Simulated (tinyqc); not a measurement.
Inside a calculation. Method: CCD on RHF in the sto-3g basis, for H2O, spin multiplicity 1. Computed by tinyqc, a small Python program that keeps every step (integrals from PySCF). Settings: charge = 0, multiplicity = 1, basis = sto-3g, method = RHF, energy threshold = 1e-10, iteration cap = 72, orthogonalisation = canonical, start = core, DIIS depth = 6, amplitude equations = CCD, DIIS depth for amplitudes = 6, cap on updates = 51. Command: `OMP_NUM_THREADS=1 python tinyqc.py 21241 21242 out.jsonl` (the two numbers bound the seeds that draw the settings). One thread of a shared host (Intel(R) Xeon(R) Processor @ 2.60GHz), about 0.1 s of CPU time with the checks. The early iterations of the SCF are left out here.

## One-electron integrals

Geometry (angstrom):
```
atom,x,y,z
O,0.00000,0.00000,0.00000
H,0.00000,0.75100,0.62300
H,0.00000,-0.75100,0.62300
```

Basis sto-3g: exponents (1/bohr^2) and contraction coefficients of normalised primitives:
```
element,l (shell),exponent,coefficient
O,s (1),130.70932,0.15433
O,s (1),23.80886,0.53533
O,s (1),6.44361,0.44463
O,s (2),5.03315,-0.09997
O,s (2),1.16960,0.39951
O,s (2),0.38039,0.70012
O,p (3),5.03315,0.15592
O,p (3),1.16960,0.60768
O,p (3),0.38039,0.39196
H,s (1),3.42525,0.15433
H,s (1),0.62391,0.53533
H,s (1),0.16886,0.44463
```

Overlap, kinetic and nuclear-attraction integrals over the contracted functions; the nuclear repulsion is the sum of Za Zb / Rab.

nuclear repulsion = 9.0293829 hartree

overlap S:
```
,1O 1s,1O 2s,1O 2px,1O 2py,1O 2pz,2H 1s,3H 1s
1O 1s,1.00000,0.23670,0.00000,0.00000,0.00000,0.05165,0.05165
1O 2s,0.23670,1.00000,0.00000,0.00000,0.00000,0.46270,0.46270
1O 2px,0.00000,0.00000,1.00000,0.00000,0.00000,0.00000,0.00000
1O 2py,0.00000,0.00000,0.00000,1.00000,0.00000,0.29779,-0.29779
1O 2pz,0.00000,0.00000,0.00000,0.00000,1.00000,0.24704,0.24704
2H 1s,0.05165,0.46270,0.00000,0.29779,0.24704,1.00000,0.25605
3H 1s,0.05165,0.46270,0.00000,-0.29779,0.24704,0.25605,1.00000
```

kinetic energy T (hartree):
```
,1O 1s,1O 2s,1O 2px,1O 2py,1O 2pz,2H 1s,3H 1s
1O 1s,29.00320,-0.16801,0.00000,0.00000,0.00000,-0.00374,-0.00374
1O 2s,-0.16801,0.80813,0.00000,0.00000,0.00000,0.11987,0.11987
1O 2px,0.00000,0.00000,2.52873,0.00000,0.00000,0.00000,0.00000
1O 2py,0.00000,0.00000,0.00000,2.52873,0.00000,0.20794,-0.20794
1O 2pz,0.00000,0.00000,0.00000,0.00000,2.52873,0.17250,0.17250
2H 1s,-0.00374,0.11987,0.00000,0.20794,0.17250,0.76003,0.00947
3H 1s,-0.00374,0.11987,0.00000,-0.20794,0.17250,0.00947,0.76003
```

nuclear attraction V (hartree):
```
,1O 1s,1O 2s,1O 2px,1O 2py,1O 2pz,2H 1s,3H 1s
1O 1s,-61.70309,-7.43982,0.00000,0.00000,-0.01908,-1.66943,-1.66943
1O 2s,-7.43982,-10.12378,0.00000,0.00000,-0.22586,-3.74672,-3.74672
1O 2px,0.00000,0.00000,-9.97071,0.00000,0.00000,0.00000,0.00000
1O 2py,0.00000,0.00000,0.00000,-10.11252,0.00000,-2.13970,2.13970
1O 2pz,-0.01908,-0.22586,0.00000,0.00000,-10.06830,-1.84977,-1.84977
2H 1s,-1.66943,-3.74672,0.00000,-2.13970,-1.84977,-5.76940,-1.61579
3H 1s,-1.66943,-3.74672,0.00000,2.13970,-1.84977,-1.61579,-5.76940
```

core Hamiltonian H = T + V (hartree):
```
,1O 1s,1O 2s,1O 2px,1O 2py,1O 2pz,2H 1s,3H 1s
1O 1s,-32.69989,-7.60783,0.00000,0.00000,-0.01908,-1.67317,-1.67317
1O 2s,-7.60783,-9.31565,0.00000,0.00000,-0.22586,-3.62685,-3.62685
1O 2px,0.00000,0.00000,-7.44198,0.00000,0.00000,0.00000,0.00000
1O 2py,0.00000,0.00000,0.00000,-7.58379,0.00000,-1.93176,1.93176
1O 2pz,-0.01908,-0.22586,0.00000,0.00000,-7.53957,-1.67727,-1.67727
2H 1s,-1.67317,-3.62685,0.00000,-1.93176,-1.67727,-5.00937,-1.60632
3H 1s,-1.67317,-3.62685,0.00000,1.93176,-1.67727,-1.60632,-5.00937
```

## Two-electron integrals

Functions are numbered as in S; the eight-fold symmetry (ij|kl) = (ji|kl) = (kl|ij) leaves the list below.

Two-electron integrals (ij|kl) in chemists' order, unique and non-zero (hartree):
```
i,j,k,l,(ij|kl)
1,1,1,1,4.78507
2,1,1,1,0.74138
2,1,2,1,0.13687
2,2,1,1,1.11895
2,2,2,1,0.25663
2,2,2,2,0.81721
3,1,3,1,0.02448
3,2,3,1,0.03781
3,2,3,2,0.18052
3,3,1,1,1.11581
3,3,2,1,0.25668
3,3,2,2,0.81702
3,3,3,3,0.88016
4,1,4,1,0.02448
4,2,4,1,0.03781
4,2,4,2,0.18052
4,3,4,3,0.04744
4,4,1,1,1.11581
4,4,2,1,0.25668
4,4,2,2,0.81702
4,4,3,3,0.78527
4,4,4,4,0.88016
5,1,5,1,0.02448
5,2,5,1,0.03781
5,2,5,2,0.18052
5,3,5,3,0.04744
5,4,5,4,0.04744
5,5,1,1,1.11581
5,5,2,1,0.25668
5,5,2,2,0.81702
5,5,3,3,0.78527
5,5,4,4,0.78527
5,5,5,5,0.88016
6,1,1,1,0.16429
6,1,2,1,0.03007
6,1,2,2,0.05598
6,1,3,3,0.05588
6,1,4,1,0.00107
6,1,4,2,0.00199
6,1,4,4,0.05607
6,1,5,1,0.00088
6,1,5,2,0.00165
6,1,5,4,0.00016
6,1,5,5,0.05601
6,1,6,1,0.00669
6,2,1,1,0.39088
6,2,2,1,0.09073
6,2,2,2,0.31886
6,2,3,3,0.31352
6,2,4,1,0.00523
6,2,4,2,0.03959
6,2,4,4,0.32284
6,2,5,1,0.00434
6,2,5,2,0.03284
6,2,5,4,0.00773
6,2,5,5,0.31993
6,2,6,1,0.02030
6,2,6,2,0.15272
6,3,3,1,0.00960
6,3,3,2,0.05550
6,3,4,3,0.00827
6,3,5,3,0.00686
6,3,6,3,0.02203
6,4,1,1,0.21373
6,4,2,1,0.05027
6,4,2,2,0.18865
6,4,3,3,0.18005
6,4,4,1,0.01215
6,4,4,2,0.07774
6,4,4,4,0.20196
6,4,5,1,0.00211
6,4,5,2,0.01846
6,4,5,4,0.01131
6,4,5,5,0.18374
6,4,6,1,0.01176
6,4,6,2,0.10975
6,4,6,4,0.10001
6,5,1,1,0.17730
6,5,2,1,0.04170
6,5,2,2,0.15650
6,5,3,3,0.14936
6,5,4,1,0.00211
6,5,4,2,0.01846
6,5,4,4,0.15381
6,5,5,1,0.01135
6,5,5,2,0.07081
6,5,5,4,0.01196
6,5,5,5,0.16615
6,5,6,1,0.00975
6,5,6,2,0.09104
6,5,6,4,0.06469
6,5,6,5,0.07569
6,6,1,1,0.52330
6,6,2,1,0.12345
6,6,2,2,0.49664
6,6,3,3,0.47645
6,6,4,1,0.00940
6,6,4,2,0.09739
6,6,4,4,0.51197
6,6,5,1,0.00780
6,6,5,2,0.08079
6,6,5,4,0.02946
6,6,5,5,0.50089
6,6,6,1,0.02789
6,6,6,2,0.29643
6,6,6,4,0.24329
6,6,6,5,0.20183
6,6,6,6,0.77461
7,1,1,1,0.16429
7,1,2,1,0.03007
7,1,2,2,0.05598
7,1,3,3,0.05588
7,1,4,1,-0.00107
7,1,4,2,-0.00199
7,1,4,4,0.05607
7,1,5,1,0.00088
7,1,5,2,0.00165
7,1,5,4,-0.00016
7,1,5,5,0.05601
7,1,6,1,0.00659
7,1,6,2,0.01970
7,1,6,4,0.01040
7,1,6,5,0.00947
7,1,6,6,0.02675
7,1,7,1,0.00669
7,2,1,1,0.39088
7,2,2,1,0.09073
7,2,2,2,0.31886
7,2,3,3,0.31352
7,2,4,1,-0.00523
7,2,4,2,-0.03959
7,2,4,4,0.32284
7,2,5,1,0.00434
7,2,5,2,0.03284
7,2,5,4,-0.00773
7,2,5,5,0.31993
7,2,6,1,0.01970
7,2,6,2,0.12556
7,2,6,4,0.06191
7,2,6,5,0.07287
7,2,6,6,0.20215
7,2,7,1,0.02030
7,2,7,2,0.15272
7,3,3,1,0.00960
7,3,3,2,0.05550
7,3,4,3,-0.00827
7,3,5,3,0.00686
7,3,6,3,0.01757
7,3,7,3,0.02203
7,4,1,1,-0.21373
7,4,2,1,-0.05027
7,4,2,2,-0.18865
7,4,3,3,-0.18005
7,4,4,1,0.01215
7,4,4,2,0.07774
7,4,4,4,-0.20196
7,4,5,1,-0.00211
7,4,5,2,-0.01846
7,4,5,4,0.01131
7,4,5,5,-0.18374
7,4,6,1,-0.01040
7,4,6,2,-0.06191
7,4,6,4,-0.01338
7,4,6,5,-0.03509
7,4,6,6,-0.08743
7,4,7,1,-0.01176
7,4,7,2,-0.10975
7,4,7,4,0.10001
7,5,1,1,0.17730
7,5,2,1,0.04170
7,5,2,2,0.15650
7,5,3,3,0.14936
7,5,4,1,-0.00211
7,5,4,2,-0.01846
7,5,4,4,0.15381
7,5,5,1,0.01135
7,5,5,2,0.07081
7,5,5,4,-0.01196
7,5,5,5,0.16615
7,5,6,1,0.00947
7,5,6,2,0.07287
7,5,6,4,0.03509
7,5,6,5,0.05922
7,5,6,6,0.12883
7,5,7,1,0.00975
7,5,7,2,0.09104
7,5,7,4,-0.06469
7,5,7,5,0.07569
7,6,1,1,0.15982
7,6,2,1,0.03744
7,6,2,2,0.14281
7,6,3,3,0.13939
7,6,4,4,0.14204
7,6,5,1,0.00281
7,6,5,2,0.02525
7,6,5,5,0.14684
7,6,6,1,0.00830
7,6,6,2,0.06824
7,6,6,4,0.04221
7,6,6,5,0.04573
7,6,6,6,0.13721
7,6,7,1,0.00830
7,6,7,2,0.06824
7,6,7,4,-0.04221
7,6,7,5,0.04573
7,6,7,6,0.03720
7,7,1,1,0.52330
7,7,2,1,0.12345
7,7,2,2,0.49664
7,7,3,3,0.47645
7,7,4,1,-0.00940
7,7,4,2,-0.09739
7,7,4,4,0.51197
7,7,5,1,0.00780
7,7,5,2,0.08079
7,7,5,4,-0.02946
7,7,5,5,0.50089
7,7,6,1,0.02675
7,7,6,2,0.20215
7,7,6,4,0.08743
7,7,6,5,0.12883
7,7,6,6,0.34539
7,7,7,1,0.02789
7,7,7,2,0.29643
7,7,7,4,-0.24329
7,7,7,5,0.20183
7,7,7,6,0.13721
7,7,7,7,0.77461
```

## Orthogonalisation

S = U s U^T; canonical form X = U s^(-1/2), so that X^T S X = 1. Each column of U has its largest component positive (the first on a tie).

eigenvalues of S: 0.35422  0.43180  0.88272  1.00000  1.09803  1.31215  1.92107

X:
```
,1,2,3,4,5,6,7
1O 1s,-0.30845,0.00000,0.75463,0.00000,-0.61903,0.00000,0.14935
1O 2s,1.16047,0.00000,-0.30661,0.00000,-0.31110,0.00000,0.41679
1O 2px,0.00000,0.00000,0.00000,1.00000,0.00000,0.00000,0.00000
1O 2py,0.00000,0.90617,0.00000,0.00000,0.00000,0.70135,0.00000
1O 2pz,0.55922,0.00000,0.64949,0.00000,0.63190,0.00000,0.20203
2H 1s,-0.73092,-0.86450,-0.15417,0.00000,0.12538,0.36758,0.37664
3H 1s,-0.73092,0.86450,-0.15417,0.00000,0.12538,-0.36758,0.37664
```

## Iteration 8 (converged): orbitals

converged F (hartree):
```
,1O 1s,1O 2s,1O 2px,1O 2py,1O 2pz,2H 1s,3H 1s
1O 1s,-20.24034,-5.16377,0.00000,0.00000,-0.02908,-1.14455,-1.14455
1O 2s,-5.16377,-2.44332,0.00000,0.00000,-0.12332,-0.99445,-0.99445
1O 2px,0.00000,0.00000,-0.39290,0.00000,0.00000,0.00000,0.00000
1O 2py,0.00000,0.00000,0.00000,-0.30315,0.00000,-0.38302,0.38302
1O 2pz,-0.02908,-0.12332,0.00000,0.00000,-0.34419,-0.37606,-0.37606
2H 1s,-1.14455,-0.99445,0.00000,-0.38302,-0.37606,-0.55798,-0.38849
3H 1s,-1.14455,-0.99445,0.00000,0.38302,-0.37606,-0.38849,-0.55798
```

Diagonalise F' = X^T F X, C = X C', fill 5 alpha and 5 beta electrons from the bottom; D = 2 C_occ C_occ^T. Each column has its largest component positive (the first on a tie).

F' = X^T F X (hartree):
```
,1,2,3,4,5,6,7
1,0.16837,0.00000,1.63936,0.00000,-1.16418,0.00000,0.14853
2,0.00000,0.69793,0.00000,0.00000,0.00000,0.12435,0.00000
3,1.63936,0.00000,-9.04077,0.00000,8.95421,0.00000,-3.72580
4,0.00000,0.00000,0.00000,-0.39290,0.00000,0.00000,0.00000
5,-1.16418,0.00000,8.95421,0.00000,-9.68601,0.00000,4.02495
6,0.00000,0.12435,0.00000,0.00000,0.00000,-0.58988,0.00000
7,0.14853,0.00000,-3.72580,0.00000,4.02495,0.00000,-2.82025
```

orbital energies (hartree): MO1 -20.24907, MO2 -1.26353, MO3 -0.60178, MO4 -0.45997, MO5 -0.39290, MO6 0.59391, MO7 0.70983

coefficients C:
```
,MO1,MO2,MO3,MO4,MO5,MO6,MO7
1O 1s,0.99418,-0.23322,0.00000,0.10455,0.00000,-0.12802,0.00000
1O 2s,0.02612,0.83946,0.00000,-0.54176,0.00000,0.84399,0.00000
1O 2px,0.00000,0.00000,0.00000,0.00000,1.00000,0.00000,0.00000
1O 2py,0.00000,0.00000,0.61185,0.00000,0.00000,0.00000,0.96885
1O 2pz,0.00428,0.12703,0.00000,0.76061,0.00000,0.76157,0.00000
2H 1s,-0.00573,0.15678,0.44824,0.28929,0.00000,-0.77929,-0.82556
3H 1s,-0.00573,0.15678,-0.44824,0.28929,0.00000,-0.77929,0.82556
```

D after iteration 8:
```
,1O 1s,1O 2s,1O 2px,1O 2py,1O 2pz,2H 1s,3H 1s
1O 1s,2.10745,-0.45290,0.00000,0.00000,0.10829,-0.02404,-0.02404
1O 2s,-0.45290,1.99776,0.00000,0.00000,-0.61064,-0.05053,-0.05053
1O 2px,0.00000,0.00000,2.00000,0.00000,0.00000,0.00000,0.00000
1O 2py,0.00000,0.00000,0.00000,0.74872,0.00000,0.54852,-0.54852
1O 2pz,0.10829,-0.61064,0.00000,0.00000,1.18938,0.47986,0.47986
2H 1s,-0.02404,-0.05053,0.00000,0.54852,0.47986,0.61845,-0.18524
3H 1s,-0.02404,-0.05053,0.00000,-0.54852,0.47986,-0.18524,0.61845
```

## Convergence

Stop when the energy changes by less than 1e-10 hartree and every element of the error matrix X^T (F D S - S D F) X is below 3e-06.

Course of the cycle:
```
iteration,E (hartree),change,largest element of the error matrix
1,-73.2356800,-,9.57e-01
2,-74.9375236,-1.70e+00,1.79e-01
3,-74.9642857,-2.68e-02,3.36e-02
4,-74.9654313,-1.15e-03,5.26e-03
5,-74.9654773,-4.60e-05,1.33e-03
6,-74.9654806,-3.37e-06,1.20e-04
7,-74.9654807,-2.94e-08,1.97e-07
8,-74.9654807,-8.53e-14,3.67e-09
```

PySCF RHF in the same basis = -74.9654807 hartree

Converged in 8 iterations.

## Integrals over molecular orbitals

(pq|rs) = sum C_ip C_jq C_kr C_ls (ij|kl), one index at a time.

one-electron integrals over orbitals h = C^T H C (hartree):
```
,1,2,3,4,5,6,7
1,-32.68242,0.55793,0.00000,-0.23832,0.00000,0.29380,0.00000
2,0.55793,-7.65657,0.00000,0.45305,0.00000,-1.36314,0.00000
3,0.00000,0.00000,-6.32577,0.00000,0.00000,0.00000,-1.70330
4,-0.23832,0.45305,0.00000,-6.92088,0.00000,-1.12535,0.00000
5,0.00000,0.00000,0.00000,0.00000,-7.44198,0.00000,0.00000
6,0.29380,-1.36314,0.00000,-1.12535,0.00000,-5.36674,0.00000
7,0.00000,0.00000,-1.70330,0.00000,0.00000,0.00000,-5.57699
```

Two-electron integrals over orbitals (pq|rs), unique and non-zero (hartree):
```
p,q,r,s,(pq|rs)
1,1,1,1,4.74488
2,1,1,1,-0.41743
2,1,2,1,0.05837
2,2,1,1,1.00537
2,2,2,1,-0.01310
2,2,2,2,0.72802
3,1,3,1,0.01109
3,2,3,1,0.01775
3,2,3,2,0.14240
3,3,1,1,0.79807
3,3,2,1,-0.00445
3,3,2,2,0.64322
3,3,3,3,0.62947
4,1,1,1,0.18601
4,1,2,1,-0.02299
4,1,2,2,0.01590
4,1,3,3,0.00651
4,1,4,1,0.02745
4,2,1,1,-0.13462
4,2,2,1,0.00926
4,2,2,2,0.00084
4,2,3,3,0.00627
4,2,4,1,0.01823
4,2,4,2,0.12454
4,3,3,1,-0.00354
4,3,3,2,0.02041
4,3,4,3,0.04879
4,4,1,1,0.98692
4,4,2,1,-0.01329
4,4,2,2,0.67132
4,4,3,3,0.59448
4,4,4,1,-0.01079
4,4,4,2,-0.10316
4,4,4,4,0.76777
5,1,5,1,0.02603
5,2,5,1,0.03250
5,2,5,2,0.14481
5,3,5,3,0.02863
5,4,5,1,-0.01360
5,4,5,2,-0.04774
5,4,5,4,0.05545
5,5,1,1,1.11534
5,5,2,1,-0.01172
5,5,2,2,0.74766
5,5,3,3,0.62694
5,5,4,1,0.00520
5,5,4,2,-0.07217
5,5,4,4,0.72198
5,5,5,5,0.88016
6,1,1,1,-0.23007
6,1,2,1,0.03478
6,1,2,2,-0.00038
6,1,3,3,0.00046
6,1,4,1,-0.00012
6,1,4,2,0.02068
6,1,4,4,-0.01912
6,1,5,5,-0.00602
6,1,6,1,0.03078
6,2,1,1,0.30318
6,2,2,1,-0.00638
6,2,2,2,0.14264
6,2,3,3,0.07659
6,2,4,1,0.01878
6,2,4,2,0.02145
6,2,4,4,0.08247
6,2,5,5,0.15649
6,2,6,1,0.00786
6,2,6,2,0.10173
6,3,3,1,0.00327
6,3,3,2,-0.03703
6,3,4,3,-0.02924
6,3,6,3,0.06893
6,4,1,1,0.22934
6,4,2,1,-0.00257
6,4,2,2,0.09895
6,4,3,3,0.04485
6,4,4,1,0.00150
6,4,4,2,-0.03828
6,4,4,4,0.12551
6,4,5,5,0.12248
6,4,6,1,-0.00111
6,4,6,2,0.06018
6,4,6,4,0.07470
6,5,5,1,0.01521
6,5,5,2,0.05750
6,5,5,4,-0.00071
6,5,6,5,0.03797
6,6,1,1,0.80816
6,6,2,1,-0.00708
6,6,2,2,0.61577
6,6,3,3,0.57091
6,6,4,1,0.02082
6,6,4,2,0.05625
6,6,4,4,0.55139
6,6,5,5,0.59114
6,6,6,1,0.00890
6,6,6,2,0.09887
6,6,6,4,0.04598
6,6,6,6,0.59934
7,1,3,1,0.01513
7,1,3,2,0.02269
7,1,4,3,-0.00498
7,1,6,3,0.00392
7,1,7,1,0.02069
7,2,3,1,0.01395
7,2,3,2,0.04130
7,2,4,3,-0.03496
7,2,6,3,0.03506
7,2,7,1,0.01806
7,2,7,2,0.06237
7,3,1,1,0.36184
7,3,2,1,-0.00744
7,3,2,2,0.13900
7,3,3,3,0.08976
7,3,4,1,-0.00077
7,3,4,2,-0.07901
7,3,4,4,0.15534
7,3,5,5,0.19053
7,3,6,1,-0.00694
7,3,6,2,0.07533
7,3,6,4,0.08360
7,3,6,6,0.03896
7,3,7,3,0.15453
7,4,3,1,-0.00968
7,4,3,2,-0.07802
7,4,4,3,-0.00020
7,4,6,3,0.04524
7,4,7,1,-0.01301
7,4,7,2,-0.01624
7,4,7,4,0.07066
7,5,5,3,0.02365
7,5,7,5,0.02415
7,6,3,1,0.00885
7,6,3,2,0.09557
7,6,4,3,0.04963
7,6,6,3,-0.06199
7,6,7,1,0.01151
7,6,7,2,-0.01049
7,6,7,4,-0.05879
7,6,7,6,0.11319
7,7,1,1,0.85867
7,7,2,1,-0.00910
7,7,2,2,0.62111
7,7,3,3,0.60733
7,7,4,1,0.00427
7,7,4,2,-0.01308
7,7,4,4,0.60200
7,7,5,5,0.62051
7,7,6,1,-0.00464
7,7,6,2,0.06744
7,7,6,4,0.04203
7,7,6,6,0.56613
7,7,7,3,0.08970
7,7,7,7,0.61496
```

## CCD: starting amplitudes

t_ij^ab = <ij||ab> / (e_i + e_j - e_a - e_b), whose energy is MP2.

Starting amplitudes (spin orbitals 1a, 1b, ...; amplitudes related by a flip of all spins are not repeated; the 24 largest):
```
from,to,t
3a 3b,7a 7b,-0.05891
4a 4b,6a 6b,-0.03544
3a 4b,6b 7a,0.03534
4a 4b,7a 7b,-0.03020
3a 3b,6a 6b,-0.02882
2a 2b,6a 6b,-0.02739
2a 3b,6a 7b,-0.02377
2a 4b,6a 6b,-0.02067
5a 5b,6a 6b,-0.01924
3a 4b,6a 7b,-0.01912
3a 4a,6a 7a,0.01622
2a 2b,7a 7b,-0.01580
2a 3a,6a 7a,-0.01271
2a 3b,6b 7a,0.01106
5a 5b,7a 7b,-0.01095
2a 4b,7a 7b,0.00517
1a 2b,7a 7b,-0.00079
1a 1b,6a 6b,-0.00074
1a 4b,7a 7b,0.00059
1a 1b,7a 7b,-0.00049
1a 3a,6a 7a,0.00049
1a 2b,6a 6b,-0.00035
1a 3b,6a 7b,0.00031
1a 3b,6b 7a,0.00018
```

correlation energy = -0.0376567 hartree

## CCD: amplitude update 1

t_ij^ab D_ij^ab are set to the remaining terms of the spin-orbital equations, evaluated with the old amplitudes; for the doubles these are <ij||ab> + 1/2 <ab||ef> t_ij^ef + 1/2 <mn||ij> t_mn^ab + P(ij)P(ab) <mb||ej> t_im^ae + terms in t^2, D the orbital-energy denominators.

Amplitudes after update 1 (spin orbitals 1a, 1b, ...; amplitudes related by a flip of all spins are not repeated; the 24 largest):
```
from,to,t
3a 3b,7a 7b,-0.07461
3a 4b,6b 7a,0.04541
4a 4b,6a 6b,-0.04390
4a 4b,7a 7b,-0.03907
3a 3b,6a 6b,-0.03887
2a 2b,6a 6b,-0.03148
2a 3b,6a 7b,-0.02973
2a 4b,6a 6b,-0.02865
3a 4b,6a 7b,-0.02857
5a 5b,6a 6b,-0.02385
2a 2b,7a 7b,-0.01727
2a 3b,6b 7a,0.01714
3a 4a,6a 7a,0.01683
2a 3a,6a 7a,-0.01259
5a 5b,7a 7b,-0.01173
2a 4b,7a 7b,0.00448
1a 2b,7a 7b,-0.00074
1a 1b,6a 6b,-0.00065
1a 4b,7a 7b,0.00053
1a 3a,6a 7a,0.00049
1a 1b,7a 7b,-0.00042
1a 2b,6a 6b,-0.00032
1a 3b,6a 7b,0.00027
1a 3b,6b 7a,0.00022
```

correlation energy = -0.0475663 hartree

## CCD: amplitude update 2

As before.

Amplitudes after update 2 (spin orbitals 1a, 1b, ...; amplitudes related by a flip of all spins are not repeated; the 24 largest):
```
from,to,t
3a 3b,7a 7b,-0.07948
3a 4b,6b 7a,0.04856
4a 4b,6a 6b,-0.04675
3a 3b,6a 6b,-0.04243
4a 4b,7a 7b,-0.04195
3a 4b,6a 7b,-0.03283
2a 2b,6a 6b,-0.03217
2a 4b,6a 6b,-0.03154
2a 3b,6a 7b,-0.03120
5a 5b,6a 6b,-0.02528
2a 3b,6b 7a,0.01966
2a 2b,7a 7b,-0.01711
3a 4a,6a 7a,0.01574
2a 3a,6a 7a,-0.01154
5a 5b,7a 7b,-0.01132
2a 4b,7a 7b,0.00377
1a 2b,7a 7b,-0.00072
1a 1b,6a 6b,-0.00064
1a 4b,7a 7b,0.00051
1a 3a,6a 7a,0.00049
1a 1b,7a 7b,-0.00041
1a 2b,6a 6b,-0.00031
1a 3b,6a 7b,0.00025
1a 3b,6b 7a,0.00023
```

correlation energy = -0.0505485 hartree

## CCD: convergence

E_corr = 1/4 sum <ij||ab> t_ij^ab; stop when the norm of the change is below 1e-8.

Course of the amplitude iterations:
```
update,correlation energy (hartree),norm of the change
0,-0.0376567,-
1,-0.0475663,6.91e-02
2,-0.0505485,2.46e-02
3,-0.0521800,9.61e-03
4,-0.0521721,8.52e-04
5,-0.0521744,1.93e-04
6,-0.0521741,1.53e-05
7,-0.0521743,2.26e-06
8,-0.0521743,3.81e-07
9,-0.0521743,8.42e-08
10,-0.0521743,2.31e-08
11,-0.0521743,3.22e-09
```

Converged amplitudes (spin orbitals 1a, 1b, ...; amplitudes related by a flip of all spins are not repeated; the 24 largest):
```
from,to,t
3a 3b,7a 7b,-0.08244
3a 4b,6b 7a,0.05025
4a 4b,6a 6b,-0.04899
3a 3b,6a 6b,-0.04411
4a 4b,7a 7b,-0.04333
3a 4b,6a 7b,-0.03603
2a 4b,6a 6b,-0.03341
2a 2b,6a 6b,-0.03238
2a 3b,6a 7b,-0.03174
5a 5b,6a 6b,-0.02615
2a 3b,6b 7a,0.02128
2a 2b,7a 7b,-0.01676
3a 4a,6a 7a,0.01422
5a 5b,7a 7b,-0.01064
2a 3a,6a 7a,-0.01046
2a 4b,7a 7b,0.00326
1a 2b,7a 7b,-0.00071
1a 1b,6a 6b,-0.00064
1a 4b,7a 7b,0.00050
1a 3a,6a 7a,0.00049
1a 1b,7a 7b,-0.00041
1a 2b,6a 6b,-0.00031
1a 3b,6b 7a,0.00024
1a 3b,6a 7b,0.00024
```

CCD total energy = -75.0176549 hartree

Converged in 11 updates, with DIIS from the third.
